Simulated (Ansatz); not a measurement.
Results of LDA in Ansatz (PAW) for fcc Rh.

A relaxed, unreconstructed slab of the (110) face has 12 atoms, two equal faces of 9.970 Å² each and an energy of -75339.9278 eV. A bulk cell of 2 atoms with the same orientation and in-plane k mesh has -12557.2999 eV. Energies are extrapolated to zero smearing.

Run with plane-wave cutoff 500 eV, 14×20×1 k mesh (along the axes of the cell as run), Fermi–Dirac smearing 0.1 eV, scalar-relativistic PAW data made under PBE.

Worked out: γ = (E_slab − N E_bulk per atom)/2A = [-75339.9278 − 12 × (-12557.2999/2)]/(2 × 9.970) = 0.1942 eV/Å². With 16.022 J/m² per eV/Å² this is 3.11 J/m², or 1.94 eV per surface cell and face.

Ansatz is a quantum-chemistry and plane-wave program.
